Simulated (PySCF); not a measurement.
ethylamine (C2H7N), SMILES CCN.

The structure is a stationary point at B3LYP-D3(BJ)/def2-TZVP. The values are those of a single conformer.

Two levels are set side by side: TDA-PBE/def2-SVPD (PySCF) and TDA-PBE0/def2-SVPD (PySCF). Vertical, same geometry. The lowest singlet is HOMO→LUMO 100 % with PBE and HOMO→LUMO 94 % with the other functional; states are paired by order. Differences are taken from unrounded values.

```csv
quantity,TDA-PBE0
lowest singlet excitation (eV),6.28
lowest triplet excitation (TDA) (eV),5.98
first bright state (f over 0.05) (eV),8.13
its oscillator strength,0.08
```

Q: What does TDA-PBE give, and how far is it from TDA-PBE0? (An estimate is asked for; the answer gives what the named calculation found.)

A: 
```tsv
quantity	TDA-PBE	TDA-PBE minus TDA-PBE0
lowest singlet excitation (eV)	5.52	-0.76
lowest triplet excitation (TDA) (eV)	5.30	-0.67
first bright state (f over 0.05) (eV)	7.23	-0.90
its oscillator strength	0.07	-0.01
```

Functionals without exact exchange tend to place singlet excitations lower, as here. Differences between two approximate levels are no errors against the true value.

Rough cost on one machine, each run with all the roots and properties that it gave: TDA-PBE0 against TDA-PBE within a factor of 2.
